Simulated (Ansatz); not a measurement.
## Ansatz (development build ahead of 0.2.0) run

```yaml
crystal:
  periodic: [false, false, false]
  atoms:
    - { symbol: C, position_ang: [0.00189, -0.00577, -0.17168] }
    - { symbol: H, position_ang: [0.00306, 0.85367, 0.53406] }
    - { symbol: H, position_ang: [-0.00719, -0.85535, 0.53652] }
basis:
  gaussian: { orbitals: cc-pVTZ }
hamiltonian:
  xc: hf
correlation:
  method: mp2
  frozen_orbitals: { C: 1, H: 0 }
```

The input is written out in the form of the current development build from the run's settings.

Results

```json
{
 "Converged": "yes",
 "Reference energy": "-38.89218 hartree",
 "Correlation energy": "-0.13877 hartree",
 "Total energy": "-39.03095 hartree",
 "Spin squared of the determinant": "0.000"
}
```

Caution: in another basis set an unrestricted determinant lies well below; another spin multiplicity may lie lower.
